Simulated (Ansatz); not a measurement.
Rock-salt HoN, treated with LDA (Ansatz, a program for electronic structure, plane waves, PAW).

Settings: plane-wave cutoff 500 eV, 14×14×14 k mesh, Fermi–Dirac smearing 0.05 eV, spin-polarised with parallel moments, scalar-relativistic PAW data made under PBE.

Computed at the level's own relaxed cell.

Problem. Estimate the volume per atom and equilibrium lattice constant a that the calculation returns.

Solution. 
* **volume per atom**: 13.28 Å³/atom
* **equilibrium lattice constant a**: 4.736 Å

The run finds no gap.

Note: the magnetic order was assumed, not searched for or taken from measurement; the 4f shell is treated without U or exact exchange, so its levels and filling can be wrong; the volume lies 8 % below that of the published cell.

Spin–orbit coupling is not included.

Computed values are for the static lattice.

Cost on a shared machine: very roughly 60 core-seconds.
